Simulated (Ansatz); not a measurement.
A calculation on 2H MoS2 returned lattice constant a 3.149 Å, lattice parameter c 12.090 Å, equilibrium volume per atom 17.31 Å³/atom.

For reference: lattice constant a 3.16 Å (measured, 300 K, not corrected to a static lattice; as tabulated in arXiv:1605.07067); lattice parameter c 12.294 Å (measured, 300 K, no zero-point or thermal correction; as tabulated in arXiv:1605.07067).

Which level of theory produced these numbers?
A. LDA (Ansatz, an electronic-structure program)
B. r²SCAN+rVV10 (Ansatz)
C. PBE-D3(BJ) (Ansatz)
D. PBEsol (Ansatz)

C, PBE-D3(BJ) (Ansatz)

The others give: PBEsol 3.141 Å, 12.578 Å, 17.92 Å³/atom; LDA 3.122 Å, 12.077 Å, 16.99 Å³/atom; r²SCAN+rVV10 3.173 Å, 12.438 Å, 18.07 Å³/atom.

Unless a cell is named, each level is at its own relaxed cell (LDA 16.99, PBE-D3(BJ) 17.31, PBEsol 17.92, r²SCAN+rVV10 18.07 Å³/atom).

The crystal itself was run without spin with PBEsol, LDA, PBE-D3(BJ); a magnetic state was not tried in these runs.

Caveats: LDA has no dispersion term either, though it tends to give short spacings of layers, chains or molecules (LDA); the cell comes from a level without a dispersion term, which matters for the spacing of layers, chains or molecules (PBEsol). Ansatz's density-functional and Hartree–Fock values are scalar-relativistic unless marked +SOC, with PAW data made under PBE.
